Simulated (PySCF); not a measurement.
Compound: C2H3N2P.
SMILES with atom numbers: `[cH:1]1[n:2][nH:3][cH:4][p:5]1` (hydrogens: H6 on C1; H7 on N3; H8 on C4)

Computed with PySCF at CAM-B3LYP/def2-SVPD, non-relativistic, on one gas-phase PBE0-D3(BJ)/def2-SVP geometry that isn't relaxed in the solvent. The solvent is an IEF-PCM continuum (van der Waals radii × 1.2), and excitations are vertical TDDFT with non-equilibrium linear response and a frozen core. Only the electrostatic response of the medium enters.

Gas-phase singlets (H = HOMO, L = LUMO):

```tsv
state	E (eV)	λ (nm)	f	leading configurations
S1	5.751	216	0.110	H→L 88%
S2	5.933	209	0.010	H-1→L 93%
S3	6.105	203	0.019	H→L+2 63%, H-2→L 26%
S4	6.384	194	0.000	H-1→L+2 48%, H→L+3 29%
S5	6.475	191	0.001	H→L+3 48%, H-1→L+2 35%
```

Problem. Give the list for cyclohexane (ε = 2.017), n² = 2.04.

Solution. 
```
state  E (eV)  λ (nm)      f  leading configurations  change by rank (eV)
   S1   5.665     219  0.160                 H→L 92%               -0.086
   S2   5.993     207  0.015               H-1→L 95%               +0.060
   S3   6.058     205  0.033    H→L+1 73%, H-2→L 22%               -0.047
   S4   6.385     194  0.000  H-1→L+1 47%, H→L+3 32%               +0.001
   S5   6.457     192  0.002  H-1→L+1 43%, H→L+3 40%               -0.018
```

Problem. What are the lowest 5 singlets in chloroform (ε = 4.711)?

Solution. 
| state | E (eV) | λ (nm) | f | leading configurations | change by rank (eV) |
| --- | --- | --- | --- | --- | --- |
| S1 | 5.679 | 218 | 0.161 | H→L 92% | -0.072 |
| S2 | 6.051 | 205 | 0.038 | H→L+1 75%, H-2→L 20% | +0.118 |
| S3 | 6.059 | 205 | 0.015 | H-1→L 95% | -0.046 |
| S4 | 6.397 | 194 | 0.000 | H-1→L+1 41%, H→L+3 34% | +0.013 |
| S5 | 6.469 | 192 | 0.001 | H-1→L+1 49%, H→L+3 33% | -0.006 |

Problem. The ground-state energy changes by -0.212 eV from gas to chloroform. By how much does the total energy of gas-phase S1 change?

Solution. E(S1) = E(S0) + excitation energy, so it changes by -0.212 − 0.072 = -0.284 eV: it is lowered more than the ground state, which is what a red shift means. This is the vertical state, with the slow part of the continuum still set for S0.

Problem. How do the frontier levels move from gas to chloroform?

Solution. 
| orbital | gas (eV) | solvent (eV) | change (eV) |
| --- | --- | --- | --- |
| LUMO+2 | 1.31 | 1.68 | +0.37 |
| LUMO+1 | 1.31 | 1.29 | -0.02 |
| LUMO | 0.47 | 0.54 | +0.07 |
| HOMO | -8.25 | -8.24 | +0.01 |
| HOMO-1 | -9.22 | -9.28 | -0.06 |
| HOMO-2 | -9.38 | -9.35 | +0.03 |
| HOMO-3 | -10.69 | -10.71 | -0.02 |

The HOMO–LUMO gap goes from 8.72 to 8.77 eV. Rows go by rank; for LUMO+1 and LUMO+2 the atom shares or the degeneracy differ between the runs, so the row needn't follow one orbital.

Hardware: Arm Neoverse V1, one thread, no GPU (shared host). Cost: 9.1 s of wall time, 0.62 GiB resident at most. This is the whole response run at CAM-B3LYP/def2-SVPD in chloroform, SCF included.
